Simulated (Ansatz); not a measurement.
# SiCl (doublet): wave-function methods side by side, cc-pVDZ

How much of the correlation energy of SiCl (doublet) does each wave-function method recover here?

Program: Ansatz 0.2.0, Gaussian basis. Level of theory: cc-pVDZ, core rule «outside noble gas», up to 10 orbitals frozen. These are calculated values, not measurements.

To be run: UHF; CCSD(T) on ROHF; CCSD(T) on UHF; BCCD(T) on ROHF; CISD as a restricted active space (open shells left free, so some higher excitations enter); CCSDT(Q) on ROHF; CCSDT(Q) on UHF; CASSCF and MRCISD+Q, 11 electrons in 8 orbitals; CASSCF and NEVPT2, 11 electrons in 8 orbitals.

9 further runs of the same task are left out: 3 that didn't finish, 6 set aside as unsound or not needed. Runs told in other sessions of the task aren't counted.

## (1) The system

The geometry is a PBE0/def2-TZVP stationary point (not a proven minimum).

2 atoms, charge 0, spin multiplicity 2.

Atoms are counted from 1 here; the program's logs count them from 0.

Bond lengths: Si1–Cl2 2.067 Å.

Coordinates:

```xyz
2

Si    0.0000    0.0000    0.0000
Cl    0.0000    0.0000    2.0671
```

In the tables R marks a restricted open-shell determinant and U an unrestricted one; 'valence' is the active space of 11 electrons in 8 orbitals; energies count from the table's Hartree-Fock row.

## (2) UHF

Contents of in.yaml:

```yaml
crystal:
  periodic: [false, false, false]
  atoms:
    - {symbol: Si, position_ang: [0.000000, 0.000000, 0.000000]}
    - {symbol: Cl, position_ang: [0.000000, 0.000000, 2.067100]}
basis:
  gaussian: {orbitals: cc-pVDZ}
magnetization: {spin_polarized: true, initial_magnetization: 1}
hamiltonian: {xc: hf}
output: {orbitals: {seedname: orbitals}}
```

Started as:

```sh
$ ansatz run in.yaml --threads 1 --pin off --events-out ev --progress --plain --max-ram 2393MiB
```

Output:

```text
Functional definition: HF
  name "HF"
  cite "Fock, Z. Phys. 61, 126 (1930) doi:10.1007/BF01340294"
  parent pbe
  exchange = exact_x
  correlation = 0
379 factors; integrals over basis functions are off by at most 1.0e-3 eV
mean field evaluation 1: about -20365.0628 eV, gradient 7.8e0 eV
mean field evaluation 2: about -20365.0658 eV, gradient 7.8e0 eV
mean field evaluation 4: about -20365.6533 eV, gradient 1.1e0 eV
mean field evaluation 8: about -20365.6789 eV, gradient 1.0e-3 eV
mean field evaluation 16: about -20365.5557 eV, gradient 9.9e-1 eV
mean field evaluation 32: about -20365.5625 eV, gradient 3.4e0 eV
mean field -20365.67894367 eV, -748.4248968270 hartree, gradient 2.3e-5 eV, S^2 0.768584; 0 other end points of the search recorded, 0 dependent functions left out
reference -20365.67894367 eV, -748.4248968270 hartree; 16, 15 occupied and 20, 21 virtual orbitals, 379 factors
Total energy: -20365.67894367 eV, -748.4248968270 hartree
```

Run time: 0.36 s. Hardware: 1 thread of Arm Neoverse V1, shared host.

From the report: ⟨S²⟩ of the determinant 0.769 (pure doublet: 0.75).

## (3) CCSD(T) on ROHF

Contents of in.yaml:

```yaml
crystal:
  periodic: [false, false, false]
  atoms:
    - {symbol: Si, position_ang: [0.000000, 0.000000, 0.000000]}
    - {symbol: Cl, position_ang: [0.000000, 0.000000, 2.067100]}
basis:
  gaussian: {orbitals: cc-pVDZ}
magnetization: {spin_polarized: false, initial_magnetization: 1}
correlation: {method: ccsd_t, electrons: outside_noble_gas}
```

The command is unchanged.

Output, cut to the lines that bear on the results:

```text
Functional definition: HF
  name "HF"
  cite "Fock, Z. Phys. 61, 126 (1930) doi:10.1007/BF01340294"
  parent pbe
[...]
379 factors; integrals over basis functions are off by at most 1.0e-3 eV
[...]
mean field -20365.55871688 eV, -748.4204785739 hartree, gradient 1.4e-6 eV, S^2 0.750000; 2 other end points of the search recorded, 0 dependent functions left out
[...]
10 core orbitals not correlated: weight in the atoms' cores, before any rotation towards them, 1.000 or more for the frozen orbitals, at most 0.000 for the correlated occupied ones
reference -20365.55871688 eV, -748.4204785739 hartree; 6, 5 occupied and 20, 21 virtual orbitals, 379 factors
second order -5.31132248 eV of doubles, -0.06568629 eV of singles
cycle   1  -5.87251785 eV  change   -4.9e-1 eV  update   7.1e-2
[...]
cycle   9  -6.10128296 eV  change    8.3e-7 eV  update   1.3e-5
perturbative correction -0.15864718 eV, -0.0058301762 hartree
Total energy: -20371.81864702 eV, -748.6505267633 hartree
```

It took 0.87 s on 1 thread of Arm Neoverse V1, shared host.

From the report: correlation -6.2599 eV; T1 0.020; largest double amplitude 0.08.

## (4) CCSD(T) on UHF

Edit in.yaml of step 3 so:

```diff
@@ -7,3 +7,3 @@
   gaussian: {orbitals: cc-pVDZ}
-magnetization: {spin_polarized: false, initial_magnetization: 1}
+magnetization: {spin_polarized: true, initial_magnetization: 1}
 correlation: {method: ccsd_t, electrons: outside_noble_gas}
```

The command is unchanged.

Output, cut to the lines that bear on the results:

```text
Functional definition: HF
  name "HF"
  cite "Fock, Z. Phys. 61, 126 (1930) doi:10.1007/BF01340294"
  parent pbe
[...]
379 factors; integrals over basis functions are off by at most 1.0e-3 eV
[...]
mean field -20365.67894367 eV, -748.4248968270 hartree, gradient 2.0e-6 eV, S^2 0.768584; 4 other end points of the search recorded, 0 dependent functions left out
10 core orbitals not correlated: weight in the atoms' cores, before any rotation towards them, 1.000 or more for the frozen orbitals, at most 0.000 for the correlated occupied ones
reference -20365.67894367 eV, -748.4248968270 hartree; 6, 5 occupied and 20, 21 virtual orbitals, 379 factors
second order -5.24216299 eV of doubles, -0.00000000 eV of singles
cycle   1  -5.73159793 eV  change   -4.9e-1 eV  update   7.2e-2
[...]
cycle  10  -5.98396208 eV  change    1.6e-6 eV  update   6.5e-6
perturbative correction -0.15545519 eV, -0.0057128729 hartree
Total energy: -20371.81836095 eV, -748.6505162503 hartree
```

Wall time 0.84 s (1 thread of Arm Neoverse V1, shared host).

From the report: ⟨S²⟩ of the determinant 0.769 (pure doublet: 0.75); correlation -6.1394 eV; T1 0.018; largest double amplitude 0.08.

## (5) BCCD(T) on ROHF

Contents of in.yaml:

```yaml
crystal:
  periodic: [false, false, false]
  atoms:
    - {symbol: Si, position_ang: [0.000000, 0.000000, 0.000000]}
    - {symbol: Cl, position_ang: [0.000000, 0.000000, 2.067100]}
basis:
  gaussian: {orbitals: cc-pVDZ}
magnetization: {spin_polarized: false, initial_magnetization: 1}
correlation: {method: bccd_t, electrons: outside_noble_gas}
```

The command is unchanged.

Output, cut to the lines that bear on the results:

```text
Functional definition: HF
  name "HF"
  cite "Fock, Z. Phys. 61, 126 (1930) doi:10.1007/BF01340294"
  parent pbe
[...]
379 factors; integrals over basis functions are off by at most 1.0e-3 eV
[...]
mean field -20365.55871688 eV, -748.4204785739 hartree, gradient 1.4e-6 eV, S^2 0.750000; 2 other end points of the search recorded, 0 dependent functions left out
[...]
10 core orbitals not correlated: weight in the atoms' cores, before any rotation towards them, 1.000 or more for the frozen orbitals, at most 0.000 for the correlated occupied ones
reference -20365.55871688 eV, -748.4204785739 hartree; 6, 5 occupied and 20, 21 virtual orbitals, 379 factors
second order -5.31132248 eV of doubles, -0.06568629 eV of singles
cycle   1  -5.88553317 eV  change   -5.1e-1 eV  update   7.1e-2
[...]
cycle  10  -6.09288649 eV  change    4.8e-6 eV  update   6.2e-6
perturbative correction -0.16760191 eV, -0.0061592565 hartree
Total energy: -20371.81920528 eV, -748.6505472790 hartree
```

Run time: 1 s. Hardware: 1 thread of Arm Neoverse V1, shared host.

From the report: correlation -6.2605 eV; largest double amplitude 0.08.

## (6) CISD as a restricted active space (open shells left free, so some higher excitations enter)

Edit in.yaml of step 5 so:

```diff
@@ -8,2 +8,2 @@
 magnetization: {spin_polarized: false, initial_magnetization: 1}
-correlation: {method: bccd_t, electrons: outside_noble_gas}
+correlation: {active_space: {ras: {orbitals: [5, 1, 20], electrons: 11, max_holes: 2, max_particles: 2}, fixed_orbitals: true}}
```

Launched as before.

Output:

```text
Functional definition: HF
  name "HF"
  cite "Fock, Z. Phys. 61, 126 (1930) doi:10.1007/BF01340294"
  parent pbe
  exchange = exact_x
  correlation = 0
379 factors; integrals over basis functions are off by at most 1.0e-3 eV
mean field evaluation 1: about -20365.0469 eV, gradient 1.0e1 eV
mean field evaluation 2: about -20365.0498 eV, gradient 1.0e1 eV
mean field evaluation 4: about -20365.5513 eV, gradient 9.5e-1 eV
mean field evaluation 8: about -20365.5587 eV, gradient 4.5e-4 eV
mean field evaluation 16: about -20365.5587 eV, gradient 1.3e-6 eV
mean field -20365.55871688 eV, -748.4204785739 hartree, gradient 1.4e-6 eV, S^2 0.750000; 2 other end points of the search recorded, 0 dependent functions left out
reference -20365.55871688 eV, -748.4204785739 hartree; 16, 15 occupied and 20, 21 virtual orbitals, 379 factors
state -20371.19646776 eV, -748.6276620972 hartree
Total energy: -20371.19646776 eV, -748.6276620972 hartree
```

Wall time 1.4 s (1 thread of Arm Neoverse V1, shared host).

From the report: 7,006 determinants.

## (7) CCSDT(Q) on ROHF

Edit in.yaml of step 6 so:

```diff
@@ -8,2 +8,2 @@
 magnetization: {spin_polarized: false, initial_magnetization: 1}
-correlation: {active_space: {ras: {orbitals: [5, 1, 20], electrons: 11, max_holes: 2, max_particles: 2}, fixed_orbitals: true}}
+correlation: {method: ccsdt_q, electrons: outside_noble_gas}
```

Launched as before.

Output, cut to the lines that bear on the results:

```text
Functional definition: HF
  name "HF"
  cite "Fock, Z. Phys. 61, 126 (1930) doi:10.1007/BF01340294"
  parent pbe
[...]
672 factors; integrals over basis functions are off by at most 1.3e-7 eV
[...]
mean field -20365.55879004 eV, -748.4204812625 hartree, gradient 1.5e-6 eV, S^2 0.750000; 2 other end points of the search recorded, 0 dependent functions left out
[...]
10 core orbitals not correlated: weight in the atoms' cores, before any rotation towards them, 1.000 or more for the frozen orbitals, at most 0.000 for the correlated occupied ones
reference -20365.55879004 eV, -748.4204812625 hartree; 6, 5 occupied and 20, 21 virtual orbitals, 672 factors
second order -5.31134602 eV of doubles, -0.06568684 eV of singles
cycle   1  -5.87254238 eV  change   -4.9e-1 eV  update   8.0e-2
[...]
cycle  16  -6.28047928 eV  change   -5.4e-7 eV  update   6.6e-7
perturbative correction -0.01217861 eV, -0.0004475558 hartree
Total energy: -20371.85144794 eV, -748.6517321748 hartree
```

Wall time 8.5 s (1 thread of Arm Neoverse V1, shared host).

From the report: correlation -6.2927 eV; T1 0.020; largest double amplitude 0.09.

## (8) CCSDT(Q) on UHF

Edit in.yaml of step 7 so:

```diff
@@ -7,3 +7,3 @@
   gaussian: {orbitals: cc-pVDZ}
-magnetization: {spin_polarized: false, initial_magnetization: 1}
+magnetization: {spin_polarized: true, initial_magnetization: 1}
 correlation: {method: ccsdt_q, electrons: outside_noble_gas}
```

Launched as before.

Output, cut to the lines that bear on the results:

```text
Functional definition: HF
  name "HF"
  cite "Fock, Z. Phys. 61, 126 (1930) doi:10.1007/BF01340294"
  parent pbe
[...]
672 factors; integrals over basis functions are off by at most 1.3e-7 eV
[...]
mean field -20365.67901886 eV, -748.4248995902 hartree, gradient 2.0e-6 eV, S^2 0.768584; 4 other end points of the search recorded, 0 dependent functions left out
10 core orbitals not correlated: weight in the atoms' cores, before any rotation towards them, 1.000 or more for the frozen orbitals, at most 0.000 for the correlated occupied ones
reference -20365.67901886 eV, -748.4248995902 hartree; 6, 5 occupied and 20, 21 virtual orbitals, 672 factors
second order -5.24218434 eV of doubles, -0.00000000 eV of singles
cycle   1  -5.73161977 eV  change   -4.9e-1 eV  update   8.1e-2
[...]
cycle  16  -6.16039277 eV  change   -8.3e-7 eV  update   7.8e-7
perturbative correction -0.01369431 eV, -0.0005032566 hartree
Total energy: -20371.85310595 eV, -748.6517931055 hartree
```

Run time: 7.5 s. Hardware: 1 thread of Arm Neoverse V1, shared host.

From the report: ⟨S²⟩ of the determinant 0.769 (pure doublet: 0.75); correlation -6.1741 eV; T1 0.019; largest double amplitude 0.09.

## (9) CASSCF and MRCISD+Q, 11 electrons in 8 orbitals

Contents of in.yaml:

```yaml
crystal:
  periodic: [false, false, false]
  atoms:
    - {symbol: Si, position_ang: [0.000000, 0.000000, 0.000000]}
    - {symbol: Cl, position_ang: [0.000000, 0.000000, 2.067100]}
basis:
  gaussian: {orbitals: cc-pVDZ}
magnetization: {spin_polarized: false, initial_magnetization: 1}
correlation: {method: fic_mrcisd_q, electrons: outside_noble_gas, active_space: {window: {electrons: 11, orbitals: 8}, shells: [{species: Cl, l: s, shell: 3}, {species: Cl, l: p, shell: 3}, {species: Si, l: s, shell: 3}, {species: Si, l: p, shell: 3}]}}
```

The command is unchanged.

Output, cut to the lines that bear on the results:

```text
Functional definition: HF
  name "HF"
  cite "Fock, Z. Phys. 61, 126 (1930) doi:10.1007/BF01340294"
  parent pbe
[...]
672 factors; integrals over basis functions are off by at most 1.3e-7 eV
[...]
mean field -20365.55879004 eV, -748.4204812625 hartree, gradient 1.5e-6 eV, S^2 0.750000; 2 other end points of the search recorded, 0 dependent functions left out
reference -20365.55879004 eV, -748.4204812625 hartree; 16, 15 occupied and 20, 21 virtual orbitals, 672 factors
state -20366.44119476 eV, -748.4529090378 hartree
contracted CI cycle   1: correlation 0.00000000 eV, 0.0000000000 hartree, residual 1.80e1 eV
contracted CI cycle   2: correlation -4.77650828 eV, -0.1755334417 hartree, residual 3.27e0 eV
contracted CI cycle   3: correlation -4.94893182 eV, -0.1818698899 hartree, residual 6.94e-1 eV
contracted CI cycle   4: correlation -4.95725022 eV, -0.1821755856 hartree, residual 1.54e-1 eV
contracted CI cycle   5: correlation -4.95763905 eV, -0.1821898748 hartree, residual 3.49e-2 eV
contracted CI cycle   6: correlation -4.95765953 eV, -0.1821906272 hartree, residual 7.85e-3 eV
contracted CI cycle   7: correlation -4.95766064 eV, -0.1821906682 hartree, residual 1.91e-3 eV
contracted CI cycle   8: correlation -4.95766070 eV, -0.1821906705 hartree, residual 4.33e-4 eV
state -20366.44119476 eV, -748.4529090378 hartree; corrected -20371.82793455 eV, -748.6508680739 hartree
Total energy: -20371.82793455 eV, -748.6508680739 hartree
Checks for a lower state left out: starts, orbital_swaps
```

Wall time 2.7 s (1 thread of Arm Neoverse V1, shared host).

From the report: 392 determinants; active occupations 2.00, 2.00, 1.99, 1.98, 1.95, 1.00, 0.06, 0.02.

## (10) CASSCF and NEVPT2, 11 electrons in 8 orbitals

Contents of in.yaml:

```yaml
crystal:
  periodic: [false, false, false]
  atoms:
    - {symbol: Si, position_ang: [0.000000, 0.000000, 0.000000]}
    - {symbol: Cl, position_ang: [0.000000, 0.000000, 2.067100]}
basis:
  gaussian: {orbitals: cc-pVDZ}
magnetization: {spin_polarized: false, initial_magnetization: 1}
correlation: {method: sc_nevpt2, electrons: outside_noble_gas, active_space: {window: {electrons: 11, orbitals: 8}, shells: [{species: Cl, l: s, shell: 3}, {species: Cl, l: p, shell: 3}, {species: Si, l: s, shell: 3}, {species: Si, l: p, shell: 3}]}}
```

Launched as before.

Output:

```text
Functional definition: HF
  name "HF"
  cite "Fock, Z. Phys. 61, 126 (1930) doi:10.1007/BF01340294"
  parent pbe
  exchange = exact_x
  correlation = 0
672 factors; integrals over basis functions are off by at most 1.3e-7 eV
mean field evaluation 1: about -20365.0468 eV, gradient 1.0e1 eV
mean field evaluation 2: about -20365.0499 eV, gradient 1.0e1 eV
mean field evaluation 4: about -20365.5515 eV, gradient 9.5e-1 eV
mean field evaluation 8: about -20365.5588 eV, gradient 4.6e-4 eV
mean field evaluation 16: about -20365.5588 eV, gradient 1.3e-6 eV
mean field -20365.55879004 eV, -748.4204812625 hartree, gradient 1.5e-6 eV, S^2 0.750000; 2 other end points of the search recorded, 0 dependent functions left out
reference -20365.55879004 eV, -748.4204812625 hartree; 16, 15 occupied and 20, 21 virtual orbitals, 672 factors
state -20366.44119476 eV, -748.4529090378 hartree
state -20366.44119476 eV, -748.4529090378 hartree; corrected -20370.68324611 eV, -748.6088015495 hartree
Total energy: -20370.68324611 eV, -748.6088015495 hartree
Checks for a lower state left out: starts, orbital_swaps
```

It took 1.8 s on 1 thread of Arm Neoverse V1, shared host.

From the report: 392 determinants; active occupations 2.00, 2.00, 1.99, 1.98, 1.95, 1.00, 0.06, 0.02.

## (11) How many determinants matter

Natural occupations of the CASSCF valence state about the gap (report; correlated orbitals 2 to 8): 1.997, 1.993, 1.984, 1.946, 1.003, 0.057, 0.021. The count of effectively unpaired electrons, Σ n²(2 − n)², is 1.03; a single determinant of this spin has 1.

## (12) Misses and costs

The yardstick is UCCSDT(Q), where the cluster series has nearly closed. Rows without a time are mean-field rows or come out of runs for another level: lower rungs of the coupled-cluster runs, CASSCF and MRCISD of the multireference runs, or the Hartree-Fock search.

Differences are taken before rounding.

| method | energy from the lowest ROHF (meV) | from UCCSDT(Q) (meV) | time |
| --- | --- | --- | --- |
| ROHF | 0.0 | +6294.4 |  |
| UHF | -120.2 | +6174.2 |  |
| RMP2 | -5377.0 | +917.4 |  |
| UMP2 | -5362.4 | +932.0 |  |
| CISD | -5637.8 | +656.6 | 1.4 s |
| RCCSD | -6101.3 | +193.1 |  |
| UCCSD | -6104.2 | +190.2 |  |
| RCCSD(T) | -6259.9 | +34.5 | 0.87 s |
| UCCSD(T) | -6259.6 | +34.7 | 0.84 s |
| BCCD(T) | -6260.5 | +33.9 | 1 s |
| RCCSDT | -6280.6 | +13.8 |  |
| UCCSDT | -6280.7 | +13.7 |  |
| RCCSDT(Q) | -6292.7 | +1.7 | 8.5 s |
| UCCSDT(Q) | -6294.4 | 0 | 7.5 s |
| CASSCF valence | -882.5 | +5411.9 |  |
| NEVPT2 valence | -5124.5 | +1169.9 | 1.8 s |
| MRCISD valence | -5840.1 | +454.3 |  |
| MRCISD+Q valence | -6269.2 | +25.2 | 2.7 s |

Among the levels timed on like hardware and quicker than the yardstick, those that no quicker one beats, quickest first: UCCSD(T) (0.84 s, +34.7 meV); RCCSD(T) (0.87 s, +34.5 meV); BCCD(T) (1 s, +33.9 meV); MRCISD+Q valence (2.7 s, +25.2 meV).

With the free atoms at the same levels and basis (separate runs), the atomisation energy is 3.729 eV at UCCSDT(Q), 3.717 eV at RCCSD(T), 3.715 eV at UCCSD(T), 2.908 eV at ROHF.

## (13) Results

| quantity | value |
| --- | --- |
| UCCSDT(Q) from the ROHF energy | -6.2944 eV |
| RMP2 from UCCSDT(Q) | +917.4 meV |
| UMP2 from UCCSDT(Q) | +932.0 meV |
| RCCSD from UCCSDT(Q) | +193.1 meV |
| RCCSD(T) from UCCSDT(Q) | +34.5 meV |
| UCCSD(T) from UCCSDT(Q) | +34.7 meV |
| RCCSDT(Q) from UCCSDT(Q) | +1.7 meV |
| NEVPT2 valence from UCCSDT(Q) | +1169.9 meV |
| MRCISD+Q valence from UCCSDT(Q) | +25.2 meV |
| levels within 1 kcal/mol (43 meV) | RCCSD(T), UCCSD(T), BCCD(T), RCCSDT, UCCSDT, RCCSDT(Q), MRCISD+Q valence |
| T1 diagnostic | 0.020 |
| effectively unpaired electrons | 1.03 |

RCCSD(T) misses by +34.5 meV, 0.5 % of the correlation energy. One determinant dominates. Of the multireference levels listed MRCISD+Q valence comes nearest in total energy (+25.2 meV), which doesn't show that its space is the better one. These misses are within one basis, not against nature; the frozen cores of restricted and unrestricted runs differ, which can shift their rows.

With open shells the CI space here admits some higher excitations, so it is larger than plain CISD.

For cost: MRCISD+Q valence gets within 25.2 meV in 2.7 s, where UCCSDT(Q) took 7.5 s; the quickest level in the cost chart, UCCSD(T), takes 0.84 s and misses by 34.7 meV.
